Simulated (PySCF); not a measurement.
**SNF: structure of the singlet**

Aim: relax SNF as a singlet from a linear start, check by its vibrations whether the end is a minimum, and collect its spectrum and constants.

Computed with PySCF 2.14.0. Level: PBE0, basis S def2-TZVP, N def2-TZVP, F def2-TZVP, no relativity, density fitting.

**1. The system as given**

3 atoms, charge 0, spin multiplicity 1.

Bond lengths: S1–N2 1.540 Å, S1–F3 1.670 Å. Angles: N2–S1–F3 180.0°.

Z-matrix (Å, degrees; charge 0 multiplicity 1):
```
S
N  1 1.5400
F  1 1.6700 2 180.00
```

**2. The SCF at the typed geometry**

The steps below are one call of a driver around PySCF. For each, scf.py gives the equivalent set-up of the SCF; relaxations use the driver's own optimiser. After this first run the driver tries any further starts and a stability analysis.

scf.py reads:

```python
from pyscf import gto, scf, dft
mol = gto.M(atom='''
S      0.000000     0.000000     0.000000
N      0.000000     0.000000    -1.540000
F      0.000000     0.000000     1.670000''',
    basis={'S': 'def2-TZVP', 'N': 'def2-TZVP', 'F': 'def2-TZVP'},
    charge=0, spin=0)
mf = dft.RKS(mol, xc='PBE0')
mf.grids.atom_grid = (50, 194)
aux = {'S': 'def2-universal-JKFIT', 'N': 'def2-universal-JKFIT', 'F': 'def2-universal-JKFIT'}
mf = mf.density_fit(auxbasis=aux)
mf.conv_tol = 1e-08
mf.diis_space = 10
mf.max_cycle = 60
mf.init_guess = 'minao'
mf.verbose = 4
mf.kernel()
```

The run is started by

```console
$ OMP_NUM_THREADS=2 python axn.py task.json out
```

Further steps of the session: Linear start, singlet: relaxation; Is it a minimum? Harmonic modes; Downhill along the imaginary mode; Vibrations and properties at this point.

**Question.** What will these runs give? Wanted: minimum; geometry; wavenumbers; dipole moment; highest occupied, lowest empty level; polar-tensor charge of S1; zero-point energy; atomisation energy.

The runs gave:

| quantity | value |
| --- | --- |
| minimum | singlet, Cs |
| geometry | S–F 1.642 Å, S–N 1.436 Å; F–S–N 116.3° |
| wavenumbers (cm⁻¹) | 392 (a'), 685 (a'), 1447 (a') |
| dipole moment | 1.94 D |
| highest occupied, lowest empty level | -9.02, -3.29 eV |
| polar-tensor charge of S1 | +0.90 e |
| zero-point energy | 15.1 kJ/mol |
| entropy at 298.15 K | 259.0 J/(mol K) |
| atomisation energy (no zero-point energy) | 829 kJ/mol |

**Reading.** The linear start (C∞v) ends in a minimum of Cs symmetry, after a stop at a second-order saddle point 149.1 kJ/mol higher, from which it was pushed off along an imaginary mode. In the infrared the band at 685 cm⁻¹ (a', stretch) leads. Only this shape and spin were tried, so other structures or states may lie lower.
